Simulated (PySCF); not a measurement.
Oxalyl dichloride, C2Cl2O2.
Z-matrix (Å and degrees, PBE0-D3(BJ)/def2-SVP geometry), rows numbered from 1:
```
O 
C   1  1.1803
Cl  2  1.7443  1  124.28
C   2  1.5495  1  124.39  3  -179.84
O   4  1.1803  2  124.46  1   177.71
Cl  4  1.7447  2  111.32  1    -2.02
```

The closed-shell ground state was solved at several levels (PySCF, density fitting, gas phase, non-relativistic).

```csv
level,basis functions,total energy (Eh),HOMO (eV),LUMO (eV),gap (eV),dipole (D)
KT3/pcSseg-2,230,-1156.5564,-7.62,-4.48,3.14,0.03
KT2/pcSseg-2,230,-1157.5133,-7.61,-4.49,3.12,0.03
mPW1PW91/pcSseg-2,230,-1147.1638,-9.03,-3.59,5.44,0.04
B97-D/pcSseg-2,230,-1147.0952,-7.46,-4.45,3.01,0.03
B3LYP/pcSseg-2,230,-1147.2154,-8.73,-3.80,4.93,0.04
```

(1) What might PBE0/pcSseg-2 (230 basis functions) give for the same quantities?

(2) Over all these levels, which gives the widest orbital gap and which the narrowest?

(3) In the pcSseg-2 basis, how does the gap go with the fixed share of exact exchange?

(4) How far do the dipole and the HOMO energy spread over the levels?

## Answers

(1) Total energy -1146.6366 Eh, HOMO -8.99 eV, LUMO -3.57 eV, gap 5.42 eV, dipole 0.04 D.

(2) mPW1PW91/pcSseg-2 (global hybrid, 25 % exact exchange) has the widest, 5.44 eV, and B97-D/pcSseg-2 (GGA) the narrowest, 3.01 eV. From the narrowest to the widest the HOMO moves by -1.57 eV and the LUMO by +0.86 eV.

(3) B97-D (0 %) 3.01 eV; KT2 (0 %) 3.12 eV; KT3 (0 %) 3.14 eV; B3LYP (20 %) 4.93 eV; PBE0 (25 %) 5.42 eV; mPW1PW91 (25 %) 5.44 eV. Each rise in the share widens the gap here.

(4) The dipole runs from 0.03 to 0.04 D (mean 0.04 D) and the HOMO from -9.03 to -7.46 eV.

One conformer stands for the species.

Note: B97-D ran without an empirical dispersion term, which enters the total energy and its gradient alone.
